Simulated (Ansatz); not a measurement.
Species, as SMILES: O=[O+][O-].
Atoms: O1, O2, O3. Bonds: O1-O2, O2-O3.

Basis-set convergence of the highest harmonic wavenumber at HF with Ansatz (a first-principles code). Each level at its own minimum, finite differences of forces, unscaled; the reference is a large set that could be run, not a limit. All functions are spherical. The program fits the integrals of some runs and decomposes those of others, by size. The T1 diagnostic of CCSD is high for at least one species. A restricted Hartree-Fock determinant is unstable towards unrestricted orbitals. No added dispersion term, no relativity. Reference: the value in def2-QZVPP, 1542 cm⁻¹, itself unsure by roughly 5 cm⁻¹ (its mean distance from cc-pVQZ, aug-pcseg-2, aug-cc-pVTZ).

```
basis              functions  highest harmonic wavenumber (cm⁻¹)
-----------------  ---------  ----------------------------------
3-21G                     27                                1199
6-31G                     27                                 ___
pcseg-0                   27                                 ___
def2-SVP                  42                                1568
pcseg-1                   42                                1526
aug-cc-pVDZ               69                                1541
aug-pcseg-1               69                                 ___
6-311++G(2d,2p)           81                                1534
cc-pVTZ                   90                                1537
6-311++G(3df,3pd)        117                                 ___
aug-cc-pVTZ              138                                1533
cc-pVQZ                  165                                1542
def2-QZVPP               171                                1542
```

What belongs in the gaps?


- 6-31G, highest harmonic wavenumber (cm⁻¹): 1267
- pcseg-0, highest harmonic wavenumber (cm⁻¹): 1095
- aug-pcseg-1, highest harmonic wavenumber (cm⁻¹): 1546
- 6-311++G(3df,3pd), highest harmonic wavenumber (cm⁻¹): 1550
